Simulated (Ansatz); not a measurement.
Basis-set extrapolation for tetramethylammonium (`C[N+](C)(C)C`) (PBE0-D4/def2-TZVP geometry, frozen core, the Gaussian-basis code of Ansatz). Multiplicity 1, RHF reference.

```tsv
	def2-TZVPP	def2-QZVPP
HF	-212.768623	-212.779052
MP2 correlation	-0.921100	-0.978227
CCSD(T) correlation	-1.015965	not run
```

Energies in hartree. Use E(X) = E(∞) + A·exp(−7.88·√X) for Hartree–Fock and E(X) = E(∞) + B·X^(−2.97) for correlation, with X = 3 and 4, and add CCSD(T) minus MP2 of the smaller set to the MP2 limit.

Question: What is the CCSD(T) energy at the basis-set limit?

Answer: HF limit: -212.779052 + (-0.010429) × 0.13774 = -212.78049. MP2 limit: -0.978227 + (-0.057127) × 0.74074 = -1.02054. Higher-order term: -1.015965 − (-0.921100) = -0.09486. Total: -213.89589 hartree, 69.8 kcal/mol below CCSD(T)/def2-TZVPP.
